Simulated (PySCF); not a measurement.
fluorine cation (F₂), SMILES FF (connectivity only; charge and spin as stated), charge +1, multiplicity 2. Geometry optimised at PBE-D3(BJ)/def2-TZVPD. The spin state was assumed, not searched.

These are PBE-D3(BJ)/def2-TZVPD run with PySCF values and carry that method's errors.

Harmonic wavenumbers (cm⁻¹): 1151. Rotational constants (GHz): 30.73 (linear); symmetry number 2.

Problem. Work out the zero-point energy and the ideal-gas rigid-rotor harmonic-oscillator thermochemistry at 298.15 K and 1 atm.

Solution. ZPE = ½ Σ hcν = ½ × 1151 cm⁻¹ = 6.89 kJ/mol. H − E(el) = 15.62 kJ/mol. Entropy in J/(mol K): translation 154.11, rotation 46.69, vibration 0.21, spin 5.76, total 206.78. G − E(el) = -46.04 kJ/mol. Cp = 30.10 J/(mol K).
